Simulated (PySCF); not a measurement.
**Which method gave which barrier?**

Saddle point of CH9NSi, singlet (CH₆Si ([CH3][SiH3]) + NH₃ → SiNH₅ ([NH2][SiH3]) + CH₄; bonds formed: Si1–N7, C2–H6; bonds broken: Si1–C2, H6–N7), PBE0-D4/def2-TZVP structure:

```
atom    x (Å)    y (Å)    z (Å)
 Si1  -0.9881   0.0295  -0.4601
  C2   0.7409  -1.0780   0.6791
  H3  -1.9450   0.9302  -1.2223
  H4  -1.7811  -0.2327   0.7643
  H5  -0.7532  -1.0262  -1.4755
  H6   0.8000   0.4362   0.2756
  N7   0.3296   1.3524  -0.2709
  H8   1.1021  -0.8607   1.6945
  H9   1.5946  -1.4396   0.0912
 H10   0.0589  -1.9256   0.7849
 H11   0.7759   1.6464  -1.1328
 H12   0.0654   2.1679   0.2719
```

Computed with PySCF 2.14 with density fitting (its default auxiliary sets; JK sets also for MP2 and CCSD(T)) (basis: def2-TZVPP, with def2-QZVPP for the basis limit); correlated methods freeze the cores. Extrapolation: Hartree–Fock as exp(−7.88 √X), correlation as X^−2.97. Four methods, as single points on the PBE0-D4 structures, gave these electronic barriers from the start structure: 163.3, 208.9, 242.9, 292.6 kJ/mol.

**Question.** The methods were, in alphabetical order, BHLYP-D4, HF, r2SCAN-D4, SPW92. Which gave which? (Judge from chemistry; the calculation decides.)

**Answer.** By the calculation: SPW92 163.3; r2SCAN-D4 208.9; BHLYP-D4 242.9; HF 292.6 kJ/mol. For comparison, CCSD(T) at an estimated basis limit (MP2 extrapolated from triple and quadruple zeta, plus CCSD(T) − MP2 in triple zeta) gives 228.1 kJ/mol.

The T1 diagnostic stays at or below 0.011.

Labels in which every atom is bracketed show which atoms are joined, not bond orders.

For scale, one of the runs: CCSD(T)/def2-TZVPP, 230 basis functions, launched by `OMP_NUM_THREADS=4 python run.py`. The run took 11 min on 4 CPU threads of an Arm Neoverse V2 (shared host), with 3.5 GiB of host memory at its peak.
